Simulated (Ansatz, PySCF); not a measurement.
Species: cyanoethylene, C3H3N, net charge 0, singlet state. SMILES: C=CC#N
Geometry: optimised at B3LYP-D3(BJ)/def2-TZVP (Ansatz, an electronic-structure program).
Unstable Hartree-Fock reference: C=CC#N.

Wanted: enthalpy of formation at 298 K (from the atomisation energy, B3LYP-D3(BJ)/def2-TZVP harmonic zero-point and thermal terms from PySCF, and the atoms' enthalpies of formation in the G2/97 table; no spin-orbit terms, and no core term in the frozen-core levels), in kJ/mol. Cores are frozen in the correlated levels unless marked. UHF or UKS for open shells. Spin-orbit coupling is left out. Non-relativistic. The coupled-cluster limit lacks core correlation, which all-electron functionals hold. CBS marks a two-point X^-3 extrapolation of the correlation energy; Hartree-Fock from the larger set.

```csv
level,program,enthalpy of formation at 298 K (kJ/mol),minus last row
HF/STO-3G,Ansatz,984.7,781.3
r2SCAN/def2-TZVPD,Ansatz,197.0,-6.4
PBE0-D4/def2-TZVPD,Ansatz + dftd4,163.1,-40.3
HSE06/def2-TZVPD,Ansatz,167.4,-36.0
RPA@PBE/cc-pVQZ,Ansatz,384.4,181.0
RI-MP2/aug-cc-pVTZ,Ansatz,185.8,-17.6
"CCSD(T)/CBS(cc-pVTZ,cc-pVQZ)",Ansatz,203.4,0.0
```
